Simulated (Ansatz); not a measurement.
I need a geometry optimisation of C2H3ClS, SMILES S=CCCl. Use the Python package of Ansatz (0.2.0). Settings: PBE, cc-pVDZ basis, multiplicity 1.

The script reads `c2h3cls.xyz`:
```text
7

S    -1.19650   -1.28710    1.42070
C    -0.73070    0.03160    0.45540
C     0.56840    0.02170   -0.25970
Cl    0.37230    0.25520   -1.98370
H    -1.33240    0.94050    0.31630
H     1.15270   -0.89640   -0.10400
H     1.22750    0.86640    0.10910
```

`c2h3cls_opt.py`
```python
"""Relax the C2H3ClS molecule."""

import argparse

import ansatz
import numpy as np

parser = argparse.ArgumentParser(description="Relax the C2H3ClS molecule.")
parser.add_argument("--basis-set", default="cc-pVDZ", help="basis")
parser.add_argument("--functional", required=True, help="exchange-correlation functional")
args = parser.parse_args()

molecule = ansatz.Crystal.molecule_from_extxyz("c2h3cls.xyz")

calculation = (
    molecule.calculation()
    .basis(gaussian=args.basis_set)
    .functional(args.functional)
    .accuracy("medium")
)
symbols = [site.symbol for site in molecule.cartesian_sites]
start = np.array([site.position_ang for site in molecule.cartesian_sites], dtype=float)
def progress(event):
    if event["event"] == "relax_step":
        row = event["data"]
        print(f"step {row['step']:3d}  E = {row['lagrangian_ev']:.6f} eV  max force {row['allowed_force_max_ev_ang']:.4f} eV/A")


report = calculation.relax(force_tolerance=0.01).session().plan().execute(on_event=progress).report
end = np.array(report["positions_ang"])

for key in ("converged", "free_energy_ev", "reference_energy_ev", "n_frozen", "n_occupied", "n_virtual"):
    print(f"{key:22s} {report[key]}")

print("final positions (A) and the move of each atom")
for symbol, xyz, old in zip(symbols, end, start):
    print(f"{symbol:2s} {xyz[0]:10.5f} {xyz[1]:10.5f} {xyz[2]:10.5f}   {np.linalg.norm(xyz - old):7.4f}")

charges = report["charge_distribution"]
dipole = np.array(charges["dipole_moment_e_ang"]) * 4.803205
print("dipole (D): {:.3f} {:.3f} {:.3f}, length {:.3f}".format(*dipole, np.linalg.norm(dipole)))
print("atom  Mulliken   Lowdin")
for symbol, m, l in zip(symbols, charges["mulliken_charges_e"], charges["lowdin_charges_e"]):
    print(f"{symbol:4s} {m:9.3f} {l:8.3f}")
```

```console
$ python c2h3cls_opt.py --functional PBE
step   1  E = -25467.692885 eV  max force 2.1036 eV/A
step   2  E = -25467.814762 eV  max force 1.0824 eV/A
step   3  E = -25467.810567 eV  max force 0.7020 eV/A
step   4  E = -25467.853511 eV  max force 0.1888 eV/A
step   5  E = -25467.855155 eV  max force 0.1171 eV/A
step   6  E = -25467.856397 eV  max force 0.0523 eV/A
step   7  E = -25467.856365 eV  max force 0.0550 eV/A
step   8  E = -25467.856798 eV  max force 0.0115 eV/A
step   9  E = -25467.856899 eV  max force 0.0178 eV/A
step  10  E = -25467.856919 eV  max force 0.0279 eV/A
step  11  E = -25467.856979 eV  max force 0.0049 eV/A
converged              True
free_energy_ev         -25467.857008480194
reference_energy_ev    -25467.857008480194
n_frozen               0
n_occupied             [24, 24]
n_virtual              [55, 55]
final positions (A) and the move of each atom
S    -1.17176   -1.16921    1.52237    0.1576
C    -0.72221   -0.01240    0.45840    0.0449
C     0.60019    0.01094   -0.24597    0.0363
Cl    0.37763    0.38086   -2.01223    0.1290
H    -1.38718    0.84541    0.22336    0.1438
H     1.13292   -0.95301   -0.15447    0.0784
H     1.23170    0.82930    0.16264    0.0653
dipole (D): 0.892 0.882 0.457, length 1.335
atom  Mulliken   Lowdin
S       -0.061    0.214
C       -0.055   -0.238
C       -0.049   -0.187
Cl      -0.106    0.173
H        0.071    0.002
H        0.091    0.008
H        0.109    0.027
```

Reading the output:
- These settings explore the input space; basis and method may be short of convergence.
- The end point is the stationary point reached from this start; no frequency run checks that it is a minimum, and the basis set is modest.
- The Löwdin charges here are taken after orthogonalising the functions within each atom; they differ from plain Löwdin charges, and their signs can be unphysical.
- Hardware and time: 29 s on 1 thread of Arm Neoverse V1, on a shared host, peak memory 0.19 GiB.

(A comment or docstring line of the script was reworded after the run, the code is as it ran; lines on the test bed's own set-up are left out of the output.)
